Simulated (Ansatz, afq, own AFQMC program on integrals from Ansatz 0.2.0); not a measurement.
BeBH₃⁺, doublet: AFQMC among the cluster methods

```xyz
5

B     0.0000    0.0000    0.8223
Be    0.0000    0.0000   -1.0509
H     0.0000    1.0032    1.4842
H     0.0000   -1.0032    1.4842
H     0.0000    0.0000   -2.3921
```

Connectivity, by distances: BH2–BeH.

Basis cc-pVDZ. Noble-gas cores (and the filled d shells of Ga–Kr and In–Xe) are frozen. AFQMC by an in-house program on the Cholesky factors that Ansatz 0.2.0 writes for its CCSD(T) run. ph-AFQMC/CISD is guided by a CISD state made of CCSD amplitudes; releasing the constraint for a short imaginary time cuts its bias at the price of noise, slowly where states lie close. Uncertainties: one standard error, sampling alone.

Determinant: UHF, the one that the program's search chose, which needn't be the lowest solution. The geometry is a PBE0/def2-TZVP stationary point of this or a neighbouring charge and spin state.

No full CI on the walks' own integrals is used here; CCSDT(Q) serves as the reference and is uncertain by about the last step of the cluster series.

Cautions: the ph-AFQMC/CISD walk drifts between its halves (2.3 errors).

The T1 diagnostic is 0.0279 and the weight of the determinant in the CISD state is 0.914. The ⟨S²⟩ of the determinant is 0.760. The size of the correlated space is 7 electrons in 41 orbitals.

| level | correlation energy (eV) |
| --- | --- |
| MP2 | -2.5994 |
| CCSD | -3.4487 |
| CCSD(T) | -3.5043 |

Task: Estimate where phaseless AFQMC with the Hartree–Fock trial lies against CCSD(T) on the same integrals.

Result: 4.5 ± 3.1 kJ/mol below CCSD(T). The gap is under twice the noise, so this walk alone can't tell the two apart.

Reference: CCSDT(Q), correlation energy -3.525 eV. The released energy is read at 2.40 1/Eh (meV from the phaseless value at times in 1/Eh: 3 ± 6 at 0.24, -6 ± 6 at 0.51, -22 ± 5 at 0.99, -17 ± 8 at 1.62, -29 ± 10 at 2.40).

```json
{"level": "CCSD(T)", "E − E(reference) (kJ/mol)": "2.0", "share of correlation (%)": "99.43"}
{"level": "CCSDT", "E − E(reference) (kJ/mol)": "0.1", "share of correlation (%)": "99.96"}
{"level": "ph-AFQMC/HF", "E − E(reference) (kJ/mol)": "-2.6 ± 3.1", "share of correlation (%)": "100.76"}
{"level": "ph-AFQMC/CISD", "E − E(reference) (kJ/mol)": "0.9 ± 0.5", "share of correlation (%)": "99.75"}
{"level": "released AFQMC", "E − E(reference) (kJ/mol)": "-1.9 ± 1.0", "share of correlation (%)": "100.57"}
```

A walk keeps the symmetry of its determinant, which the program's search chose and which needn't be the lowest solution, so a lower state of the same spin and another symmetry isn't excluded. Released energies are given only where the last usable release times agree within the noise; a slower fall can still hide under it.
